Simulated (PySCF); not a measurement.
# Which basis set comes closest?

Molecule: `ClC1CC1`, C$_{3}$H$_{5}$Cl.

Structure with atom numbers: `[Cl:1][CH:2]1[CH2:3][CH2:4]1`. Hydrogens are named by the atom that carries them. Ha(C3), Ha(C4) are cis to Cl1 on the ring; Hb(C3), Hb(C4) are trans to Cl1 on the ring.

Geometry PBE0-D3(BJ)/def2-SVP throughout; GIAO in PySCF 2.14.0 with density-fitted response routines, gas phase, one conformer, non-relativistic; equivalent atoms averaged; functional PBE0.

Reference values (measured; solution, not stated per compound (mostly CDCl3 or CCl4); Pretsch, Buehlmann, Badertscher, Structure Determination of Organic Compounds, 4th ed. (2009)): δ(C2) = 27.3 ppm, δ(C3/C4) = 8.9 ppm, δ(H(C2)) = 2.55 ppm. Computed shifts are taken against TMS, calculated as an isolated molecule at each level.

Task: How do the basis sets STO-3G, 6-31G, pcSseg-0, 6-31G*, def2-SVP, cc-pVDZ, pcSseg-1, aug-cc-pVDZ, 6-311+G(2d,p), def2-TZVP, cc-pVTZ, IGLO-III, pcSseg-2 perform against the reference? Times are CPU seconds on shared hosts with different chips, so compare them loosely.

Result: 
| basis set | functions | C2 | C3/C4 | H(C2) | mean abs. error C | abs. error H | core-s |
| --- | --- | --- | --- | --- | --- | --- | --- |
| STO-3G | 29 | 39.3 | 16.7 | 2.09 | 9.9 | 0.46 | 1.4 |
| 6-31G | 50 | 31.9 | 12.1 | 2.64 | 3.9 | 0.09 | 2.7 |
| pcSseg-0 | 50 | 34.3 | 12.3 | 2.29 | 5.2 | 0.26 | 4 |
| 6-31G* | 70 | 30.5 | 11.0 | 2.63 | 2.6 | 0.08 | 3.5 |
| def2-SVP | 85 | 30.8 | 9.5 | 2.48 | 2.0 | 0.07 | 3.9 |
| cc-pVDZ | 85 | 33.8 | 11.1 | 2.60 | 4.3 | 0.05 | 7.3 |
| pcSseg-1 | 100 | 33.0 | 10.9 | 2.69 | 3.8 | 0.14 | 4.4 |
| aug-cc-pVDZ | 141 | 33.9 | 10.8 | 2.95 | 4.2 | 0.40 | 14 |
| 6-311+G(2d,p) | 146 | 33.1 | 10.9 | 2.88 | 3.9 | 0.33 | 8.2 |
| def2-TZVP | 160 | 32.6 | 10.5 | 2.86 | 3.5 | 0.31 | 11 |
| cc-pVTZ | 194 | 32.8 | 10.8 | 2.85 | 3.7 | 0.30 | 22 |
| IGLO-III | 199 | 33.0 | 10.9 | 2.86 | 3.8 | 0.31 | 20 |
| pcSseg-2 | 221 | 33.6 | 11.4 | 2.85 | 4.4 | 0.30 | 25 |

For ¹³C the closest is def2-SVP (2.0 ppm) and the furthest STO-3G (9.9 ppm).

For ¹H the closest is cc-pVDZ (0.05 ppm, with def2-SVP, 6-31G* practically level) and the furthest STO-3G (0.46 ppm). Where a smaller basis beats a larger one, errors probably cancel; the largest sets show where the functional converges. One molecule is a small sample, and vibrational and solvent effects are absent from the calculation.

A small basis that lands close on one nucleus may do so by chance; judge by the trend and by all nuclei.
